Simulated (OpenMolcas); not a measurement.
**singlet OH+, step by step**

Wanted: a single-point energy (UHF/3-21G), then a single-point energy (CASSCF(2,2)/3-21G), then a single-point energy (CASPT2(2,2)/3-21G), then the energy (SC-NEVPT2(2,2)/3-21G), then the energy (MRCI(2,2)/3-21G) of singlet OH+. 

The results are computed with OpenMolcas 26.06.

## 1. Starting point

The species is OH+ (2 atoms), meant as a singlet with charge +1. As SMILES of the parent species, `[OH]`. Geometry: relaxed at GFN2-xTB. That shape belongs to the parent species and isn't relaxed for this state.

Bond lengths: O1–H2 0.963 Å.

## 2. A single-point energy at UHF/3-21G (run 1)

Input file geom.xyz:

```xyz
2

O      0.411770    -0.131830     0.212430
H     -0.411770     0.131830    -0.212430
```

Input file step1.inp:

```
* HO Hartree-Fock

&GATEWAY
 BasLib=$CurrDir
 Coord=geom.xyz
 Basis=3-21G
 Group=NoSym

&SEWARD

&SCF
 UHF
 Charge=1
 Scramble=0.25
 PrOrbitals=1 1
```

The basis set 3-21G is read from a file made from the Basis Set Exchange's data (not shown).

Run with:

```console
$ export MOLCAS_MEM=1860
$ pymolcas step1.inp > step1.log
```

What it wrote, shortened:

```text
--- Start Module: gateway ---
[...]
--- Stop Module: gateway /rc=_RC_ALL_IS_WELL_ ---
--- Start Module: seward ---
[...]
      Basis functions           11
--- Stop Module: seward /rc=_RC_ALL_IS_WELL_ ---
--- Start Module: scf ---
[...]
       Convergence after  17 Iterations
[...]
::    Total SCF energy                                -74.5164943191
[...]
      Total spin, S                                     0.6180339888
[...]
      Total electronic charge=    8.000000
      Total            charge=    1.000000
[...]
      Dipole Moment (debye):
      Origin of the operator (angstrom)=    0.3630   -0.1162    0.1872
                   X= -2.1766E+00               Y=  6.9683E-01               Z= -1.1229E+00           Total=  2.5463E+00
      Center of Charge (angstrom)
[...]
--- Stop Module: scf /rc=_RC_ALL_IS_WELL_ ---
[...]
```

Run time: 1.6 s. Hardware: 1 thread of Arm Neoverse V2, shared host; peak memory 0.37 GiB.

## 3. The energy at CASSCF(2,2)/3-21G (run 2)

geom.xyz is that of step 2.

Input file step2.input:

```
>>> EXPORT MOLCAS_PRINT=2

&GATEWAY
  BASLIB = $CurrDir
  COORD = geom.xyz
  BASIS = 3-21G
  GROUP = NoSym

&SEWARD

&RASSCF
  FILEORB = $CurrDir/step1.UnaOrb
  SPIN = 1
  NACTEL = 2 0 0
  INACTIVE = 3
  RAS2 = 2
  ORBLISTING = Nothing
```

The basis set 3-21G is read from a file made from the Basis Set Exchange's data (not shown).

Run with:

```console
$ export MOLCAS_MEM=1860
$ pymolcas step2.input > step2.log
```

What it wrote, shortened:

```text
--- Start Module: gateway ---
[...]
--- Stop Module: gateway /rc=_RC_ALL_IS_WELL_ ---
--- Start Module: seward ---
[...]
      Basis functions           11
--- Stop Module: seward /rc=_RC_ALL_IS_WELL_ ---
--- Start Module: rasscf ---
[...]
      Number of active orbitals                  2
[...]
      Spin quantum number                      0.0
[...]
      Active orbitals                            2
[...]
      Number of CSFs                             3
[...]
      Number of root(s) required                 1
[...]
      Convergence after  7 iterations
[...]
      printout of CI-coefficients larger than  0.05 for root  1
      energy=     -74.472792
      conf/sym  11     Coeff  Weight
             2  ud   1.00000 1.00000
      Natural orbitals and occupation numbers for root  1
      sym 1:   1.000000   1.000000
      ************************************************************************************************************************
      *                                                    Final results                                                     *
[...]
::    RASSCF root number  1 Total energy:    -74.47279236
[...]
      Total electronic charge=    8.000000
      Total            charge=    1.000000
[...]
      Dipole Moment (debye):
      Origin of the operator (angstrom)=    0.3630   -0.1162    0.1872
                   X= -2.1851E+00               Y=  6.9957E-01               Z= -1.1273E+00           Total=  2.5563E+00
      Center of Charge (angstrom)
[...]
--- Stop Module: rasscf /rc=_RC_ALL_IS_WELL_ ---
[...]
```

Run time: 1.4 s. Hardware: 1 thread of Arm Neoverse V2, shared host; peak memory 0.37 GiB.

## 4. The energy at CASPT2(2,2)/3-21G (run 3)

geom.xyz is that of step 3.

Input file step3.inp:

```
&GATEWAY
  BASLIB = $CurrDir
  COORD = geom.xyz
  BASIS = 3-21G
  GROUP = NoSym

&SEWARD

&RASSCF
  FILEORB = $CurrDir/step2.RasOrb
  SPIN = 1
  NACTEL = 2 0 0
  INACTIVE = 3
  RAS2 = 2
  ORBLISTING = Nothing

&CASPT2
  IMAGINARY = 0.1
  FROZEN = 1
```

The basis set 3-21G is read from a file made from the Basis Set Exchange's data (not shown).

Run with:

```console
$ export MOLCAS_MEM=1860
$ pymolcas step3.inp > step3.log
```

What it wrote, shortened:

```text
--- Start Module: gateway ---
[...]
--- Stop Module: gateway /rc=_RC_ALL_IS_WELL_ ---
[...]
      Basis functions           11
[...]
--- Start Module: rasscf ---
[...]
      Number of active orbitals                  2
[...]
      Spin quantum number                      0.0
[...]
      Active orbitals                            2
[...]
      Number of CSFs                             3
[...]
      Number of root(s) required                 1
[...]
      Convergence after  4 iterations
[...]
      printout of CI-coefficients larger than  0.05 for root  1
      energy=     -74.472792
      conf/sym  11     Coeff  Weight
             2  ud   1.00000 1.00000
      Natural orbitals and occupation numbers for root  1
      sym 1:   1.000000   1.000000
      ************************************************************************************************************************
      *                                                    Final results                                                     *
[...]
::    RASSCF root number  1 Total energy:    -74.47279236
[...]
      Total electronic charge=    8.000000
      Total            charge=    1.000000
[...]
      Dipole Moment (debye):
      Origin of the operator (angstrom)=    0.3630   -0.1162    0.1872
                   X= -2.1851E+00               Y=  6.9957E-01               Z= -1.1273E+00           Total=  2.5563E+00
      Center of Charge (angstrom)
[...]
--- Stop Module: rasscf /rc=_RC_ALL_IS_WELL_ ---
--- Start Module: caspt2 ---
[...]
 ###    WARNING: User changed nr of frozen orbitals.                         ###
 ###############################################################################
[...]
      E2 (Variational):          -0.0617505614
      Total energy:             -74.5345429217
[...]
      Reference weight:           0.98619
[...]
::    CASPT2 Root  1     Total energy:    -74.53454292
[...]
--- Stop Module: caspt2 /rc=_RC_ALL_IS_WELL_ ---
[...]
```

Wall time 1.5 s (1 thread of Arm Neoverse V2, shared host); peak memory 0.37 GiB.

## 5. The energy at SC-NEVPT2(2,2)/3-21G (run 4)

geom.xyz is that of step 4.

Input file step4.inp:

```
* HO NEVPT2
&GATEWAY
BasLib=$CurrDir
Coord=geom.xyz
Basis=3-21G
Group=NoSym
&SEWARD
&RASSCF
FileOrb=$CurrDir/step2.RasOrb
Spin=1
Nactel=2 0 0
Inactive=3
Ras2=2
OrbListing=Nothing
&CASPT2
SC-NEVPT2
Frozen=1
```

The basis set 3-21G is read from a file made from the Basis Set Exchange's data (not shown).

Run with:

```console
$ export MOLCAS_MEM=1860
$ pymolcas step4.inp > step4.log
```

What it wrote, shortened:

```text
--- Start Module: gateway ---
[...]
--- Stop Module: gateway /rc=_RC_ALL_IS_WELL_ ---
[...]
      Basis functions           11
[...]
--- Start Module: rasscf ---
[...]
      Number of active orbitals                  2
[...]
      Spin quantum number                      0.0
[...]
      Active orbitals                            2
[...]
      Number of CSFs                             3
[...]
      Number of root(s) required                 1
[...]
      Convergence after  4 iterations
[...]
      printout of CI-coefficients larger than  0.05 for root  1
      energy=     -74.472792
      conf/sym  11     Coeff  Weight
             2  ud   1.00000 1.00000
      Natural orbitals and occupation numbers for root  1
      sym 1:   1.000000   1.000000
      ************************************************************************************************************************
      *                                                    Final results                                                     *
[...]
::    RASSCF root number  1 Total energy:    -74.47279236
[...]
      Total electronic charge=    8.000000
      Total            charge=    1.000000
[...]
      Dipole Moment (debye):
      Origin of the operator (angstrom)=    0.3630   -0.1162    0.1872
                   X= -2.1851E+00               Y=  6.9957E-01               Z= -1.1273E+00           Total=  2.5563E+00
      Center of Charge (angstrom)
[...]
--- Stop Module: rasscf /rc=_RC_ALL_IS_WELL_ ---
--- Start Module: caspt2 ---
[...]
 ###    WARNING: User changed nr of frozen orbitals.                         ###
 ###############################################################################
[...]
      E2 (Variational):          -0.0588416913
[...]
      E2 (Variational):          -0.0588416913
      Total energy:             -74.5316340516
[...]
      Reference weight:           0.98744
[...]
::    SC-NEVPT2 Root  1     Total energy:    -74.53163405
[...]
--- Stop Module: caspt2 /rc=_RC_ALL_IS_WELL_ ---
[...]
```

Wall time 1.5 s (1 thread of Arm Neoverse V2, shared host); peak memory 0.37 GiB.

## 6. The energy at MRCI(2,2)/3-21G (run 5)

geom.xyz is that of step 5.

Input file step5.input:

```
>>> EXPORT MOLCAS_PRINT=2

&GATEWAY
  BASLIB
  $CurrDir
  COORD
  geom.xyz
  BASIS
  3-21G
  GROUP
  NoSym

&SEWARD

&RASSCF
  FILEORB
  $CurrDir/step2.RasOrb
  SPIN
  1
  NACTEL
  2 0 0
  INACTIVE
  3
  RAS2
  2
  ORBLISTING
  Nothing

&MOTRA
  LUMORB
  FROZEN
  1

&GUGA
  ELECTRONS
  6
  SPIN
  1
  INACTIVE
  2
  ACTIVE
  2
  CIALL
  1

&MRCI
  SDCI
```

The basis set 3-21G is read from a file made from the Basis Set Exchange's data (not shown).

Run with:

```console
$ export MOLCAS_MEM=1860
$ pymolcas step5.input > step5.log
```

What it wrote, shortened:

```text
--- Start Module: gateway ---
[...]
--- Stop Module: gateway /rc=_RC_ALL_IS_WELL_ ---
[...]
      Basis functions           11
[...]
      Number of active orbitals                  2
[...]
      Spin quantum number                      0.0
[...]
      Active orbitals                            2
[...]
      Number of CSFs                             3
[...]
      Number of root(s) required                 1
[...]
      Convergence after  4 iterations
[...]
      printout of CI-coefficients larger than  0.05 for root  1
      energy=     -74.472792
      conf/sym  11     Coeff  Weight
             2  ud   1.00000 1.00000
      Natural orbitals and occupation numbers for root  1
      sym 1:   1.000000   1.000000
      ************************************************************************************************************************
      *                                                    Final results                                                     *
[...]
::    RASSCF root number  1 Total energy:    -74.47279236
[...]
      Dipole Moment (debye):
      Origin of the operator (angstrom)=    0.3630   -0.1162    0.1872
                   X= -2.1851E+00               Y=  6.9957E-01               Z= -1.1273E+00           Total=  2.5563E+00
      Center of Charge (angstrom)
[...]
      *** WARNING: Default frozen orbitals is overwritten by user input.
      *** Default values:   1
[...]
--- Start Module: guga ---
[...]
--- Stop Module: guga /rc=_RC_ALL_IS_WELL_ ---
--- Start Module: mrci ---
[...]
       (But an ACPF correction will be computed)
       USE THE DEFAULT ACPF G-VALUE GFAC=  0.33333333333333331
[...]
                      CI ENERGY:   -74.54030808
[...]
                ACPF CORRECTION:    -0.00079928
[...]
      Total electronic charge=    8.000000
      Total            charge=    1.000000
[...]
     ACPF CORRECTION:     -0.00079928
[...]
  CI State   1     Total energy:    -74.54030808     QDav:     -0.00120605     QACPF:     -0.00079928
[...]
--- Stop Module: mrci /rc=_RC_ALL_IS_WELL_ ---
[...]
```

It took 1.6 s on 1 thread of Arm Neoverse V2, shared host; peak memory 0.37 GiB.

## 7. Summary of results

```
                                 quantity         value
           run 1, UHF/3-21G: total energy  -74.51649 Eh
            run 1, UHF/3-21G: HOMO energy     -32.05 eV
            run 1, UHF/3-21G: LUMO energy     -10.46 eV
          run 1, UHF/3-21G: HOMO–LUMO gap      21.59 eV
                   run 1, UHF/3-21G: ⟨S²⟩         1.000
   run 2, CASSCF(2,2)/3-21G: total energy  -74.47279 Eh
   run 3, CASPT2(2,2)/3-21G: total energy  -74.53454 Eh
run 4, SC-NEVPT2(2,2)/3-21G: total energy  -74.53163 Eh
     run 5, MRCI(2,2)/3-21G: total energy  -74.54031 Eh
```

**Reading.** ⟨S²⟩ (run 1, UHF/3-21G) is 1.00 where a pure singlet has 0.00: the reference is spin-contaminated.
